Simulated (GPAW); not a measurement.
**C2H3P (1-phosphapropyne): levels of theory compared**

We compute a comparison of 4 runs (OLYP-D4/real-space grid, BLYP-D3(BJ)/szp(dzp), PBE-D3(BJ)/dzp, RPBE/dzp) of C2H3P (1-phosphapropyne). Input form: an ASE script.

The results are computed with GPAW 26.7.0.

4 further runs of the same task are left out: 1 that didn't finish, 3 set aside as unsound or not needed. Runs told in other sessions of the task aren't counted.

## (1) The system as given

C2H3P: 6 atoms, total charge 0, spin state singlet. As SMILES, `CC#P`. The shape is that of a GFN2-xTB optimisation.

Bond lengths: C1–C2 1.441 Å, C2–P3 1.552 Å, C1–H4 1.092 Å, C1–H5 1.092 Å, C1–H6 1.092 Å. Angles: C1–C2–P3 179.7°, C2–C1–H4 110.3°, C2–C1–H5 110.4°, C2–C1–H6 110.4°, H4–C1–H5 108.6°, H4–C1–H6 108.6°, H5–C1–H6 108.6°.

## (2) Energy and one-electron properties at OLYP-D4/real-space grid (scalar-relativistic datasets) (run 1)

Input file run.py:

```python
import numpy as np
from ase import Atoms
from ase.calculators.mixing import SumCalculator
from ase.units import Bohr, Debye
from dftd4.ase import DFTD4
from gpaw import GPAW, setup_paths
from gpaw.analyse.hirshfeld import HirshfeldPartitioning
from gpaw.atom.configurations import parameters
from gpaw.atom.generator import Generator

# Geometry
positions_bohr = np.array(
              [[ -0.580278,   0.715110,  -0.478044],
               [  0.947376,  -1.155643,   0.778737],
               [  2.582726,  -3.180409,   2.128909],
               [ -2.108670,  -0.194207,  -1.524914],
               [  0.565349,   1.804802,  -1.803158],
               [ -1.406485,   2.010328,   0.898451]])
atoms = Atoms(["C", "C", "P", "H", "H", "H"], positions=positions_bohr * Bohr)
atoms.set_cell([13.0, 13.0, 13.0])
atoms.center()

# PAW datasets for this functional
for symbol in ["C", "H", "P"]:
    Generator(symbol, xcname="GGA_X_OPTX+GGA_C_LYP", scalarrel=True, nofiles=True, txt=None).run(**parameters[symbol])
setup_paths.insert(0, ".")

# DFT calculator
gpaw_calc = GPAW(mode="fd",
                 h=0.2,
                 xc="GGA_X_OPTX+GGA_C_LYP",
                 maxiter=100,
                 legacy_gpaw=True,
                 txt="-")
atoms.calc = SumCalculator([DFTD4(method="OLYP"), gpaw_calc])

energy = atoms.get_potential_energy()
print(f"Energy: {energy:.5f} eV")
forces = atoms.get_forces()
print("Forces (eV/Ang)")
for symbol, f in zip(atoms.symbols, forces):
    print(f'{symbol:2} {f[0]:9.4f} {f[1]:9.4f} {f[2]:9.4f}')
dipole = gpaw_calc.get_dipole_moment(atoms) / Debye
print(f"Dipole: {np.linalg.norm(dipole):.3f} D")
hirshfeld = HirshfeldPartitioning(gpaw_calc)
charges = hirshfeld.get_charges()
volumes = hirshfeld.get_effective_volume_ratios()
for symbol, q, v in zip(atoms.symbols, charges, volumes):
    print(f'{symbol:2} charge {q:7.3f}  volume ratio {v:6.3f}')
```

Started as:

```console
python run.py
```

The log of the run:

```text
[...]
    cutoffs:
[...]
  Total Charge: 0.000000
[...]
Number of atoms: 6
[...]
Number of bands in calculation: 14
Number of valence electrons: 16
[...]
iter:   1 hh:mm:ss   -35.281319
[...]
iter:  21 hh:mm:ss   -31.390481c  -7.74c -5.51c
Converged after 21 iterations.
Dipole moment: (-0.208108, 0.253970, -0.171031) |e|*Ang
Energy contributions relative to reference atoms: (reference = -11403.227678)
Kinetic:        +36.241658
Potential:      -39.806125
External:        +0.000000
XC:             -28.081365
Entropy (-ST):   +0.000000
Local:           +0.255352
SIC:             +0.000000
--------------------------
Free energy:    -31.390481
Extrapolated:   -31.390481
 Band  Eigenvalues  Occupancy
    0    -19.46016    2.00000
    1    -16.41272    2.00000
    2    -11.93617    2.00000
    3    -10.75436    2.00000
    4    -10.75001    2.00000
    5     -8.29867    2.00000
    6     -6.23643    2.00000
    7     -6.23510    2.00000
    8     -1.78281    0.00000
    9     -1.78121    0.00000
   10     -0.83297    0.00000
   11      0.32048    0.00000
   12      0.32555    0.00000
   13      0.51695    0.00000
Fermi level: -4.00896
Gap: 4.452 eV
Transition (v -> c):
[...]
Forces (eV/Ang)
C    -0.0104    0.0116   -0.0166
C     0.1744   -0.2423    0.1740
P     0.0643   -0.0644    0.0498
H    -0.1616    0.0051   -0.1090
H     0.0172    0.1650   -0.1466
H    -0.1120    0.1459    0.0574
Dipole: 1.778 D
C  charge  -0.092  volume ratio  0.764
C  charge  -0.081  volume ratio  0.888
P  charge  -0.009  volume ratio  0.949
H  charge   0.061  volume ratio  0.606
H  charge   0.061  volume ratio  0.605
H  charge   0.061  volume ratio  0.605
```

Wall time 27 s (1 thread of Arm Neoverse V1, shared host); peak memory 0.71 GiB.

Atomic charges (e):

```
atom  Hirshfeld
  C1     -0.092
  C2     -0.081
  P3     -0.009
  H4     +0.061
  H5     +0.061
  H6     +0.061
```

## (3) The charge distribution at BLYP-D3(BJ)/szp(dzp) (scalar-relativistic datasets) (run 2)

Input file run.py:

```python
import numpy as np
from ase import Atoms
from ase.calculators.mixing import SumCalculator
from ase.units import Bohr, Debye
from dftd3.ase import DFTD3
from gpaw import GPAW, setup_paths
from gpaw.analyse.hirshfeld import HirshfeldPartitioning
from gpaw.atom.configurations import parameters
from gpaw.atom.generator import Generator
from gpaw.utilities.adjust_cell import adjust_cell

positions_bohr = np.array(
              [[ -0.580278,   0.715110,  -0.478044],
               [  0.947376,  -1.155643,   0.778737],
               [  2.582726,  -3.180409,   2.128909],
               [ -2.108670,  -0.194207,  -1.524914],
               [  0.565349,   1.804802,  -1.803158],
               [ -1.406485,   2.010328,   0.898451]])
atoms = Atoms(['C', 'C', 'P', 'H', 'H', 'H'], positions=positions_bohr * Bohr)
adjust_cell(atoms, 4.5, h=0.22)

for symbol in ['C', 'H', 'P']:
    Generator(symbol, xcname='BLYP', scalarrel=True, nofiles=True, txt=None).run(**parameters[symbol])
setup_paths.insert(0, '.')

calc = GPAW(mode='lcao',
            basis='szp(dzp)',
            h=0.22,
            xc='BLYP',
            maxiter=100,
            poissonsolver={'name': 'MomentCorrectionPoissonSolver', 'poissonsolver': 'fast', 'moment_corrections': 9},
            legacy_gpaw=True,
            txt='-')
atoms.calc = SumCalculator([DFTD3(method='BLYP', damping='d3bj'), calc])

energy = atoms.get_potential_energy()
print(f'Energy = {energy:.5f} eV')
dipole = calc.get_dipole_moment(atoms) / Debye
print(f'Dipole: {np.linalg.norm(dipole):.3f} D')
homo, lumo = calc.get_homo_lumo()
print(f'HOMO = {homo:.3f} eV')
print(f'LUMO                    {lumo:.3f} eV')
print(f'Gap = {lumo - homo:.3f} eV')
hirshfeld = HirshfeldPartitioning(calc)
charges = hirshfeld.get_charges()
volumes = hirshfeld.get_effective_volume_ratios()
for symbol, q, v in zip(atoms.symbols, charges, volumes):
    print(f'{symbol:2} charge {q:7.3f}  volume ratio {v:6.3f}')
calc.write('gs.gpw')
```

Started as:

```console
OMP_NUM_THREADS=1 python run.py
```

The log of the run:

```text
[...]
    cutoffs:
[...]
  Total Charge: 0.000000
[...]
Number of atoms: 6
[...]
Number of bands in calculation: 14
Number of valence electrons: 16
[...]
iter:   1 hh:mm:ss   -26.634527        c
[...]
iter:  10 hh:mm:ss   -25.908852c       c -4.79c
Converged after 10 iterations.
Dipole moment: (-0.033613, 0.039266, -0.027470) |e|*Ang
Energy contributions relative to reference atoms: (reference = -11403.562666)
Kinetic:         -5.397507
Potential:       -0.397896
External:        +0.000000
XC:             -20.387469
Entropy (-ST):   +0.000000
Local:           +0.274021
SIC:             +0.000000
--------------------------
Free energy:    -25.908852
Extrapolated:   -25.908852
 Band  Eigenvalues  Occupancy
    0    -20.38702    2.00000
    1    -17.14095    2.00000
    2    -12.95865    2.00000
    3    -11.76347    2.00000
    4    -11.75946    2.00000
    5     -8.93488    2.00000
    6     -6.78220    2.00000
    7     -6.78086    2.00000
    8     -2.14727    0.00000
    9     -2.14665    0.00000
   10      3.06199    0.00000
   11      3.95578    0.00000
   12      4.63075    0.00000
   13      4.64084    0.00000
Fermi level: -4.46407
Gap: 4.634 eV
Transition (v -> c):
[...]
C  charge  -0.119  volume ratio  1.064
P  charge   0.054  volume ratio  1.011
H  charge   0.050  volume ratio  0.906
H  charge   0.050  volume ratio  0.906
H  charge   0.050  volume ratio  0.906
Writing to gs.gpw (mode='')
```

Wall time 12 s (1 thread of Arm Neoverse V1, shared host); peak memory 0.5 GiB.

Atomic charges (e):

```
atom  Hirshfeld
  C1     -0.085
  C2     -0.119
  P3     +0.054
  H4     +0.050
  H5     +0.050
  H6     +0.050
```

## (4) The charge distribution at PBE-D3(BJ)/dzp (scalar-relativistic datasets) (run 3)

Input file calc.py:

```python
import numpy as np
from ase import Atoms
from ase.calculators.mixing import SumCalculator
from ase.units import Debye
from dftd3.ase import DFTD3
from gpaw import GPAW

# Set up the molecule
atoms = Atoms(['C', 'C', 'P', 'H', 'H', 'H'],
    positions=[[ -0.307070,   0.378420,  -0.252970],
               [  0.501330,  -0.611540,   0.412090],
               [  1.366720,  -1.683000,   1.126570],
               [ -1.115860,  -0.102770,  -0.806950],
               [  0.299170,   0.955060,  -0.954190],
               [ -0.744280,   1.063820,   0.475440]])
atoms.set_cell([12.0, 12.0, 12.0])
atoms.center()

# DFT calculator
dft = GPAW(mode='lcao',
           basis='dzp',
           h=0.18,
           xc='PBE',
           maxiter=100,
           poissonsolver={'name': 'fd'},
           txt='-')
atoms.calc = SumCalculator([DFTD3(method='PBE', damping='d3bj'), dft])

energy = atoms.get_potential_energy()
print(f'Energy                  {energy:.5f} eV')
dipole = dft.get_dipole_moment(atoms) / Debye
print(f'Dipole                  {np.linalg.norm(dipole):.3f} D')
homo, lumo = dft.get_homo_lumo()
print(f'HOMO = {homo:.3f} eV')
print(f'LUMO = {lumo:.3f} eV')
print(f'Gap = {lumo - homo:.3f} eV')
```

Started as:

```console
OMP_NUM_THREADS=1 python calc.py
```

The log of the run:

```text
[...]
Number of symmetries: 1
[...]
  Number of IBZ points: 1
[...]
basis functions: 54
Spin-components: 1 (collinear spins)
Bands:           14
[...]
  Valence electrons: 16.0
[...]
  Grid points: [68 68 68]
  Charge: 0.0  # |e|
[...]
    cutoffs:
[...]
occupation numbers:
  # Zero width
[...]
xc functional:
  name: PBE with 2 nearest neighbor stencil
[...]
|iter     |     time |      energy | eigst |  dens |
[...]
|iter:   1| 00:00:18 |  -33.261014 |      c|       |
[...]
|iter:   9| 00:00:40 |  -31.287541c|      c| -4.11c|
Converged in 9 steps
[...]
Energy contributions relative to reference atoms: (reference = -11395.640376)
Energy contributions:
  Kinetic:          31.231236
  Coulomb:         -33.824499
  Zero:              0.096011
  External:          0.000000
  Xc:              -28.790289
  Entropy:           0.000000
  Spinorbit:         0.000000
  ----------------------------
  Free energy:     -31.287541
  Extrapolated:    -31.287541
dipole moment: (-0.193267, 0.236202, -0.158965)  # |e|*Ang
Fermi level: -3.792
Eigenvalues  # (at kpt = [0.000, 0.000, 0.000])
| band index |      eig [eV] | occ [0-2] |
|------------|---------------|-----------|
|          0 |       -19.358 |     2.000 |
|          1 |       -16.296 |     2.000 |
|          2 |       -11.863 |     2.000 |
|          3 |       -10.740 |     2.000 |
|          4 |       -10.736 |     2.000 |
|          5 |        -8.091 |     2.000 |
|          6 |        -6.109 |     2.000 |
|          7 |        -6.108 |     2.000 |
|          8 |        -1.477 |     0.000 |
|          9 |        -1.476 |     0.000 |
|         10 |         1.958 |     0.000 |
|         11 |         3.041 |     0.000 |
[...]
Gap: 4.631 eV
Transition (v -> c):
[...]
vacuum-level: 0.000  # V
Energy                  -31.38924 eV
Dipole                  1.653 D
HOMO = -6.108 eV
LUMO = -1.477 eV
Gap = 4.631 eV
```

Wall time 41 s (1 thread of Arm Neoverse V1, shared host); peak memory 0.69 GiB.

## (5) The charge distribution at RPBE/dzp (scalar-relativistic datasets) (run 4)

Input file run_sp.py:

```python
import numpy as np
from ase import Atoms
from ase.units import Debye
from gpaw import GPAW

# Geometry
atoms = Atoms(['C', 'C', 'P', 'H', 'H', 'H'],
    positions=[[ -0.307070,   0.378420,  -0.252970],
               [  0.501330,  -0.611540,   0.412090],
               [  1.366720,  -1.683000,   1.126570],
               [ -1.115860,  -0.102770,  -0.806950],
               [  0.299170,   0.955060,  -0.954190],
               [ -0.744280,   1.063820,   0.475440]])
atoms.center(vacuum=4.5)

# GPAW settings
calc = GPAW(mode='lcao', basis='dzp', maxiter=100, h=0.2, xc='RPBE', txt='-')
atoms.calc = calc

energy = atoms.get_potential_energy()
print(f'Energy = {energy:.5f} eV')
forces = atoms.get_forces()
print('Forces (eV/Ang)')
for symbol, f in zip(atoms.symbols, forces):
    print(f'{symbol:2} {f[0]:9.4f} {f[1]:9.4f} {f[2]:9.4f}')
dipole = atoms.get_dipole_moment() / Debye
print(f'Dipole: {np.linalg.norm(dipole):.3f} D')
homo, lumo = calc.get_homo_lumo()
print(f'HOMO                    {homo:.3f} eV')
print(f'LUMO = {lumo:.3f} eV')
print(f'Gap                     {lumo - homo:.3f} eV')
```

Started as:

```console
python run_sp.py > run_sp.log
```

The log of the run:

```text
[...]
Number of symmetries: 1
[...]
  Number of IBZ points: 1
[...]
basis functions: 54
Spin-components: 1 (collinear spins)
Bands:           14
[...]
  Valence electrons: 16.0
[...]
  Grid points: [56 60 56]
  Charge: 0.0  # |e|
[...]
    cutoffs:
[...]
occupation numbers:
  # Zero width
[...]
xc functional:
  name: RPBE with 2 nearest neighbor stencil
[...]
|iter     |     time |      energy | eigst |  dens |
[...]
|iter:   1| 00:00:03 |  -32.158585 |      c|       |
[...]
|iter:   9| 00:00:07 |  -30.266307c|      c| -4.13c|
Converged in 9 steps
[...]
Energy contributions relative to reference atoms: (reference = -11403.208924)
Energy contributions:
  Kinetic:          33.236499
  Coulomb:         -35.742981
  Zero:              0.204215
  External:          0.000000
  Xc:              -27.964040
  Entropy:           0.000000
  Spinorbit:         0.000000
  ----------------------------
  Free energy:     -30.266307
  Extrapolated:    -30.266307
dipole moment: (-0.193371, 0.236212, -0.159169)  # |e|*Ang
Fermi level: -3.752
Eigenvalues  # (at kpt = [0.000, 0.000, 0.000])
| band index |      eig [eV] | occ [0-2] |
|------------|---------------|-----------|
|          0 |       -19.397 |     2.000 |
|          1 |       -16.289 |     2.000 |
|          2 |       -11.846 |     2.000 |
|          3 |       -10.733 |     2.000 |
|          4 |       -10.729 |     2.000 |
|          5 |        -8.056 |     2.000 |
|          6 |        -6.075 |     2.000 |
|          7 |        -6.074 |     2.000 |
|          8 |        -1.430 |     0.000 |
|          9 |        -1.430 |     0.000 |
|         10 |         1.890 |     0.000 |
|         11 |         3.065 |     0.000 |
[...]
Gap: 4.644 eV
Transition (v -> c):
[...]
Forces (eV/Ang)
C    -0.0691    0.0864   -0.0802
C     0.0905   -0.1172    0.0763
P     0.6696   -0.8253    0.5578
H    -0.6796   -0.2802   -0.4682
H     0.3825    0.5339   -0.5847
H    -0.4006    0.6125    0.4992
Dipole: 1.654 D
HOMO                    -6.074 eV
LUMO = -1.430 eV
Gap                     4.644 eV
```

Run time: 7.3 s. Hardware: 1 thread of Arm Neoverse V1, shared host; peak memory 0.48 GiB.

## (6) The series

```
run                                                   level  mode  grid spacing  energy (Eh)  dipole moment (D)  HOMO energy (eV)  LUMO energy (eV)  wall time
  1  OLYP-D4/real-space grid (scalar-relativistic datasets)    fd           0.2  -420.233122               1.78             -6.24             -1.78       27 s
  2     BLYP-D3(BJ)/szp(dzp) (scalar-relativistic datasets)  lcao          0.22  -420.033471               0.28             -6.78             -2.15       12 s
  3           PBE-D3(BJ)/dzp (scalar-relativistic datasets)  lcao          0.18  -419.935593               1.65             -6.11             -1.48       41 s
  4                 RPBE/dzp (scalar-relativistic datasets)  lcao           0.2  -420.172465               1.65             -6.07             -1.43      7.3 s
```

## (7) Results

```
                                                               quantity        value
run 4, RPBE/dzp: energy as printed (from the program's reference atoms)  -30.2663 eV
                                         run 4, RPBE/dzp: dipole moment       1.65 D
                                           run 4, RPBE/dzp: HOMO energy     -6.07 eV
                                           run 4, RPBE/dzp: LUMO energy     -1.43 eV
                                         run 4, RPBE/dzp: HOMO–LUMO gap      4.64 eV
```

The dipole moment (its size) runs from 0.28 D (BLYP-D3(BJ)/szp(dzp)) to 1.78 D (OLYP-D4/real-space grid). The two ends differ in method and basis. The HOMO–LUMO gap runs from 4.45 eV (OLYP-D4/real-space grid) to 4.64 eV (RPBE/dzp). Totals of different functionals can't be ranked against each other. All runs together took 88 s, the longest 41 s.
